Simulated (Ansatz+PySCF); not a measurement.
A calculation with PySCF 2.14.0.

```python
from pyscf import gto, scf, cc

mol = gto.M(atom="""
C 0.000000 0.000000 0.000000
C 0.783750 0.000000 1.184120
C -0.783750 0.000000 1.184120
""", basis='6-31g', charge=1, spin=1)
mf = scf.UHF(mol)
mf.kernel()
mycc = cc.CCSD(mf, frozen=3).run()
et = mycc.ccsd_t()
print(mf.e_tot, mycc.e_corr, et, mycc.e_tot + et)
```

The script is written out from the run's settings.

Results

```json
{
  "Converged": "yes",
  "Reference energy": "-112.81208 hartree",
  "CCSD correlation energy": "-0.30662 hartree",
  "Triples correction": "-0.02871 hartree",
  "Total energy": "-113.14740 hartree",
  "Spin squared of the determinant": "0.782"
}
```

The reference isn't the lowest determinant (another lies 1.97 eV lower), but the same method gives a higher total on the lower determinant. Caution: large share of triples, a single reference is doubtful.
